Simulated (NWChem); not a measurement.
A series in which one site is exchanged, each optimised at B3LYP/6-31G* with NWChem, gas phase unless a solvent is named. Pople sets run with spherical d functions. This build's default masses of Se (78.918 u) and Br (79.917 u) are each other's, which moves their modes by up to 0.6 %.

A: [BeH2] (BeH₂; site = Be)
B: S (H₂S; site = S)
C: O (H₂O; site = O)
D: [SeH2] (H₂Se; site = Se)

Values for A:

- dipole (D), B3LYP/6-31G* = 0.00
- orbital gap (eV), B3LYP/6-31G* = 7.83
- highest harmonic frequency (cm⁻¹), B3LYP/6-31G* = 2285
- vertical ionisation energy, ΔSCF, PBE/def2-SVP (eV) = 11.64

Problem. How do these values change for the other members?

Solution. 
| change from A | B | C | D |
|---|---|---|---|
| dipole (D), B3LYP/6-31G* | +1.42 | +2.09 | +0.99 |
| orbital gap (eV), B3LYP/6-31G* | -0.18 | +1.84 | -1.13 |
| highest harmonic frequency (cm⁻¹), B3LYP/6-31G* | +423 | +1560 | +147 |
| vertical ionisation energy, ΔSCF, PBE/def2-SVP (eV) | -1.38 | +0.70 | -1.94 |
